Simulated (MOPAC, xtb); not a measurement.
Noncovalent pair: H2O (SMILES O) (first 3 atoms) with H2O (SMILES O); geometry from S66by8 set.
(charge 0, multiplicity 1):
```xyz
6

O     -1.6250    -0.0428     0.0051
H     -1.9450     0.8600    -0.0163
H     -0.6653     0.0554     0.0004
O      1.5473     0.0380    -0.0048
H      1.9239    -0.4004     0.7613
H      1.9196    -0.4382    -0.7502
```

Interaction energies are E(AB) − E(A) − E(B) at the monomers' geometry in the complex; basis-set methods are counterpoise corrected.

The state reached by PM7 isn't checked; PM7 holds dispersion and hydrogen-bond terms.

Programs: MOPAC for PM7 (differences of heats of formation); xtb for the GFN methods. 

Task: One of these levels gives -4.23 kcal/mol for the interaction energy. Which?
(A) GFN-FF
(B) GFN1-xTB
(C) PM7

Result: B, GFN1-xTB. The others give -5.42 (GFN-FF), -4.63 (PM7)
